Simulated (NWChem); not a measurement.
**Correlation energy of CH2**

```xyz
3

C      0.0000     0.0000     0.1799
H      0.8622     0.0000    -0.5398
H     -0.8622     0.0000    -0.5398
```
Charge 0, spin multiplicity 1.

Program: NWChem. All single points use one geometry, from B3LYP/def2-SVP, a minimum by its harmonic frequencies.

Basis set: cc-pVTZ. Each correlation energy counts from its own Hartree-Fock reference.

The correlated methods keep 1 core orbital frozen. The structure started from a generated list of species. Coupled-cluster values serve here as a point of comparison, not as the truth.

For the correlation energy, RI-MP2 gives -139.0 mHa and MP2 gives -139.1 mHa. What do SCS-MP2, CR-CCSD[T], CR-CCSD(T) give?

SCS-MP2: -149.1 mHa; CR-CCSD[T]: -169.1 mHa; CR-CCSD(T): -169.1 mHa.
